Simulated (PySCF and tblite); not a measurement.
Results of a calculation; reference values are marked as such.
C6H10, numbered as in [CH:1]#[C:2][CH2:3][CH2:4][CH2:5][CH3:6].

The ensemble was built from 90 distance-geometry starts (ETKDG and KDG, MMFF94s, GFN2-xTB) and rests on PBE0-D3(BJ)/def2-SVP geometries. Weights use B3LYP-D3(BJ)/def2-TZVP (IEF-PCM, chloroform) energies plus GFN2-xTB zero-point and thermal terms (modes under about 100 cm⁻¹ blended into free rotors). Symmetry numbers and mirror images are counted. Conformers within 3 kcal/mol (GFN2-xTB free energy) were kept, 8 at most. GIAO shieldings: PBE0/pcSseg-1 (IEF-PCM, chloroform). Shifts are against TMS (¹H), TMS (¹³C) at the same level. Run with PySCF (density fitting) and tblite.

(1) What shifts does this protocol give at 298.15 K under fast conformational exchange?

(2) How do the conformers differ?

(3) Which signal moves most, for its nucleus, between 220 and 380 K through the change of populations alone?

Shifts are unscaled: against experiment ¹³C can be off by 15 ppm or more and ¹H by 0.8 ppm.

Answers

(1) ¹H: 2.23 (H3, 2H), 2.07 (H1, 1H), 1.34 (H4, 2H), 1.32 (H5, 2H), 0.97 (H6, 3H) ppm. ¹³C: 90.2 (C2), 74.9 (C1), 33.5 (C4), 25.0 (C5), 20.0 (C3), 15.4 (C6) ppm.

(2) Torsions listed: C2–C3–C4–C5, C3–C4–C5–C6. Of a mirror pair one member is shown.
```tsv
conformer	shape	weight %
1	-63°, 179°	37.2
2	180°, 180°	26.1
3	-58°, -60°	18.2
4	178°, 65°	17.0
5	78°, -66°	1.5
```

| signal | 1 | 2 | 3 | 4 | 5 | average |
| --- | --- | --- | --- | --- | --- | --- |
| H1 | 2.08 | 2.07 | 2.05 | 2.05 | 2.09 | 2.07 |
| H3 | 2.31 | 2.12 | 2.35 | 2.11 | 2.27 | 2.23 |
| H4 | 1.24 | 1.34 | 1.39 | 1.48 | 1.47 | 1.34 |
| H5 | 1.36 | 1.13 | 1.52 | 1.33 | 1.44 | 1.32 |
| H6 | 1.00 | 1.01 | 0.90 | 0.89 | 1.20 | 0.97 |
| C1 | 75.5 | 74.1 | 75.6 | 74.2 | 75.7 | 74.9 |
| C2 | 90.3 | 90.3 | 89.0 | 90.7 | 92.8 | 90.2 |
| C3 | 21.1 | 21.5 | 16.9 | 18.7 | 20.7 | 20.0 |
| C4 | 33.5 | 35.6 | 30.7 | 33.6 | 31.9 | 33.5 |
| C5 | 25.1 | 27.0 | 21.4 | 25.1 | 28.5 | 25.0 |
| C6 | 16.4 | 16.5 | 13.0 | 13.9 | 16.4 | 15.4 |

(3) C3: 20.2 ppm at 220 K, 20.1 ppm at 260 K, 20.0 ppm at 298.15 K, 20.0 ppm at 340 K, 19.9 ppm at 380 K. Exchange is taken as fast throughout; ring flips and hindered rotations can be slow on the NMR time scale at the lower temperatures.
